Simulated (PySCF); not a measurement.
Compound: C₃H₂FNS.
Atom-mapped SMILES: `[F:1][c:2]1[cH:3][n:4][cH:5][s:6]1` (hydrogens: H7 on C3; H8 on C5)

A GFN2-xTB structure was refined with PBE0-D3(BJ)/def2-SVP geometry optimisation, gas phase (PySCF). Its GFN2-xTB values:

```tsv
coordinate	GFN2-xTB
F1–C2	1.327 Å
C2–C3	1.360 Å
C2–S6	1.731 Å
C3–N4	1.351 Å
C3–H7	1.074 Å
N4–C5	1.279 Å
C5–S6	1.741 Å
C5–H8	1.071 Å
F1–C2–C3	127.1°
F1–C2–S6	121.3°
C2–C3–N4	113.7°
C2–S6–C5	86.7°
C3–C2–S6	111.6°
C3–N4–C5	112.3°
N4–C5–S6	115.7°
```

Problem. How do these coordinates change at the PBE0-D3(BJ)/def2-SVP level?

Solution. 
```tsv
coordinate	PBE0-D3(BJ)/def2-SVP (Å or °)	change
C5–H8	1.092	+0.021
C3–H7	1.090	+0.016
N4–C5	1.293	+0.014
C3–N4	1.365	+0.014
F1–C2	1.314	-0.013
C2–C3	1.364	+0.004
C5–S6	1.739	-0.002
C2–S6	1.730	-0.001
C2–S6–C5	87.5	+0.8
C3–N4–C5	111.6	-0.7
F1–C2–C3	127.6	+0.5
C2–C3–N4	114.1	+0.4
C3–C2–S6	111.3	-0.3
F1–C2–S6	121.1	-0.2
N4–C5–S6	115.5	-0.2
```

The energy falls by 0.035 eV over 5 energy and gradient evaluations, the largest force component goes from 0.0160 to 3.6e-04 Eh/bohr, and the atoms move by 0.020 Å rms after alignment. The bond that changes most is C5–H8 (aromatic CH next to a ring nitrogen to aromatic hydrogen), which lengthens by 0.021 Å. Bonds longer at the end by more than 0.005 Å: 4 of 8; shorter: 1. Rotational constants go from 5450, 3297, 2054 to 5449, 3289, 2051 MHz.

The run used 98 basis functions and 35 SCF cycles in all. Time: 18 s. Hardware: an Arm Neoverse V1 with one thread, no GPU, shared host.

PBE0-D3(BJ)/def2-SVP frequencies: not computed here.
